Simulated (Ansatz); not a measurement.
Start from `C=CC(=C)C` and change one atom or group to get `C=C(C)CN`.

Ansatz, PBE0-D4/def2-TZVP geometries, multiplicity 1. Each molecule was computed in one conformer, which needn't be the lowest.

```tsv
property	`C=CC(=C)C`
HOMO–LUMO gap (PBE0/def2-TZVPP) / eV	5.94
HOMO–LUMO gap (ωB97M-V/def2-TZVPP) / eV	10.09
HOMO energy (B3LYP/def2-TZVPP) / eV	-6.51
LUMO energy (PBE0/def2-TZVPP) / eV	-0.77
LUMO energy (PBE/def2-TZVPP) / eV	-1.72
LUMO energy (ωB97M-V/def2-TZVPP) / eV	1.27
```

Problem. Give the same properties after the change, and the shifts. (Estimate.)

Solution. Ansatz gave: 
| property | `C=C(C)CN` | shift |
| --- | --- | --- |
| HOMO–LUMO gap (PBE0/def2-TZVPP) / eV | 7.35 | 1.41 |
| HOMO–LUMO gap (ωB97M-V/def2-TZVPP) / eV | 11.61 | 1.52 |
| HOMO energy (B3LYP/def2-TZVPP) / eV | -6.73 | -0.22 |
| LUMO energy (PBE0/def2-TZVPP) / eV | 0.39 | 1.16 |
| LUMO energy (PBE/def2-TZVPP) / eV | -0.62 | 1.10 |
| LUMO energy (ωB97M-V/def2-TZVPP) / eV | 2.25 | 0.98 |

With PBE0 the HOMO falls by 0.24 eV and the LUMO rises by 1.16 eV, so the gap widens by about 1.40 eV. PBE moves the HOMO by 0.28 eV and ωB97M-V by -0.55 eV.

B3LYP here is the variant with VWN-RPA as its local correlation; programs differ in this.
